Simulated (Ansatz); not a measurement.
SnSe (Pnma, No. 62) was calculated with r²SCAN in Ansatz (plane waves, PAW).

Run with plane-wave cutoff 560 eV, 4×8×8 k mesh (along the axes of the cell as run), Fermi–Dirac smearing 0.01 eV, scalar-relativistic PAW data made under PBE.

Cell (relaxed at this level):

```
CELL_PARAMETERS angstrom
     11.67306     0.00000     0.00000
      0.00000     4.12247     0.00000
      0.00000     0.00000     4.70192
ATOMIC_POSITIONS crystal
  Se 0.85211 0.25000 0.48801
  Se 0.64789 0.75000 0.98801
  Se 0.35211 0.25000 0.01199
  Se 0.14789 0.75000 0.51199
  Sn 0.11995 0.25000 0.12500
  Sn 0.38005 0.75000 0.62500
  Sn 0.61995 0.25000 0.37500
  Sn 0.88005 0.75000 0.87500
```

Question: Predict the band gap, smallest direct gap on the k points sampled and Γ–Γ gap.

Answer: 
band gap: 1.01 eV
smallest direct gap on the k points sampled: 1.40 eV
Γ–Γ gap: 1.49 eV

Note: the volume lies 7 % above that of the published cell.

Spin–orbit coupling is not included.

Computed values are for the static lattice.

Ansatz is an electronic-structure program.
